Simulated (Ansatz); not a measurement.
**Two structures, one formula**

Two relaxed structures of CH2SSi, singlet (PBE0-D4/def2-TZVP; forces vanish, vibrations not checked).

A:

```
atom    x (Å)    y (Å)    z (Å)
  C1  -0.2692  -0.6900   0.2449
 Si2   1.4030  -0.9636  -0.0119
  S3   0.2008   1.0285   0.3256
  H4  -1.2949  -0.9842   0.4057
  H5  -0.0354   1.5024  -0.9285
```

B:

C1  (-0.318, -0.546, 0.234)
Si2  (0.224, 1.208, 0.483)
S3  (1.266, -0.932, 0.110)
H4  (-1.133, -1.261, 0.161)
H5  (-0.039, 1.531, -0.988)
(Å)

Ansatz 0.2.0; basis: def2-TZVPP; cores frozen in the correlated methods. B3LYP uses VWN-RPA correlation.

Question: Which structure is lower at CCSD(T), and by how much? (Judge from chemistry; the value comes from the calculation.)

Answer: By the calculation: A, by 0.238 eV (electronic energy, against the other). By their contacts, A is CH₂SSi ([CH]1[Si][SH]1) and B is CH₂SSi ([CH]1[SiH][S]1).

All methods give the same order:

```csv
method,E(B) − E(A) (eV)
PBE-D4,0.192
r2SCAN-D4,0.192
PBE0-D4,0.276
B3LYP-D4,0.185
wB97M-V,0.301
HF,0.160
MP2,0.368
CCSD,0.255
CCSD(T),0.238
```

The T1 diagnostic stays at or below 0.025. The restricted Hartree–Fock reference is unstable towards an unrestricted one at one or more of these structures.

Labels in which every atom is bracketed show which atoms are joined, not bond orders.

For scale, one of the runs: CCSD(T)/def2-TZVPP, 143 basis functions, launched by `ansatz run in.yaml --threads 2 --pin off --events-out ev --progress --plain --max-ram 4352MiB`. Time: 17 s of wall clock on 2 CPU threads of an Arm Neoverse N1; the host was shared. Peak host memory: 0.75 GiB.
